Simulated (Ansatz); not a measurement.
# CH5B (triplet): from Hartree-Fock to the top rungs at distance B1–H4 along a hydrogen transfer = 1.370 Å, cc-pVDZ

How much of the correlation energy of CH5B (triplet) does each wave-function method recover here?

Method: cc-pVDZ, core rule «outside noble gas», up to 2 orbitals frozen; program: Ansatz 0.2.0, Gaussian basis.

Plan: UHF; CCSD(T) on ROHF; CCSD(T) on UHF; BCCD(T) on ROHF; CISD; CCSDT(Q) on ROHF; CCSDT(Q) on UHF; CASSCF and NEVPT2, 4 electrons in 4 orbitals.

10 further runs of the same task are left out: 2 for a mislabelled method, 7 that didn't finish, 1 set aside as unsound or not needed.

### 1 The geometry

The geometry derives from fragments relaxed apart (PBE0/def2-TZVP) and kept rigid, so it is no stationary point. A hydrogen atom is moved between rigid fragments.

7 atoms, charge 0, spin multiplicity 3.

Atoms are counted from 1 here; the program's logs count them from 0.

Bond lengths: B1–H2 1.193 Å, B1–H3 1.193 Å, B1–H4 1.370 Å, H4–C5 1.222 Å, C5–H6 1.079 Å, C5–H7 1.079 Å. Angles: H2–B1–H3 120.0°, H2–B1–H4 120.0°, H3–B1–H4 120.0°, B1–H4–C5 180.0°, H4–C5–H6 112.6°, H4–C5–H7 112.6°, H6–C5–H7 134.8°.

### 2 UHF

Contents of in.yaml:

```yaml
crystal:
  periodic: [false, false, false]
  atoms:
    - {symbol: B, position_ang: [-1.341295, 0.000000, 0.000000]}
    - {symbol: H, position_ang: [-1.938028, 1.033571, 0.000000]}
    - {symbol: H, position_ang: [-1.938028, -1.033571, 0.000000]}
    - {symbol: H, position_ang: [0.028705, 0.000000, 0.000000]}
    - {symbol: C, position_ang: [1.250705, 0.000000, 0.000000]}
    - {symbol: H, position_ang: [1.665173, 0.000000, 0.996161]}
    - {symbol: H, position_ang: [1.665173, 0.000000, -0.996161]}
basis:
  gaussian: {orbitals: cc-pVDZ}
magnetization: {spin_polarized: true, initial_magnetization: 2}
hamiltonian: {xc: hf}
output: {orbitals: {seedname: orbitals}}
```

The run is started by

```
$ ansatz run in.yaml --threads 1 --pin off --events-out ev --progress --plain --max-ram 2393MiB
```

After this run come: CCSD(T) on ROHF; CCSD(T) on UHF; BCCD(T) on ROHF; CISD; CCSDT(Q) on ROHF; CCSDT(Q) on UHF; CASSCF and NEVPT2, 4 electrons in 4 orbitals.

**Question.** What will the summary of the whole plan be? Wanted: UCCSDT(Q) below the RHF energy; RMP2 from UCCSDT(Q); UMP2 from UCCSDT(Q); RCCSD from UCCSDT(Q); RCCSD(T) from UCCSDT(Q); UCCSD(T) from UCCSDT(Q); RCCSDT(Q) from UCCSDT(Q); T1 diagnostic.

As calculated:

| quantity | value |
| --- | --- |
| UCCSDT(Q) below the RHF energy | -7.2466 eV |
| RMP2 from UCCSDT(Q) | +125.0 kJ/mol |
| UMP2 from UCCSDT(Q) | +130.5 kJ/mol |
| RCCSD from UCCSDT(Q) | +16.9 kJ/mol |
| RCCSD(T) from UCCSDT(Q) | +3.0 kJ/mol |
| UCCSD(T) from UCCSDT(Q) | +3.1 kJ/mol |
| RCCSDT(Q) from UCCSDT(Q) | +0.1 kJ/mol |
| levels within 1 kcal/mol (43 meV) | RCCSD(T), UCCSD(T), BCCD(T), RCCSDT, UCCSDT, RCCSDT(Q) |
| T1 diagnostic | 0.018 |

**Reading.** RCCSD(T) lands +3.0 kJ/mol from the yardstick (0.4 % of the correlation energy). These misses are within one basis, not against nature; the frozen cores of restricted and unrestricted runs differ, which can shift their rows.
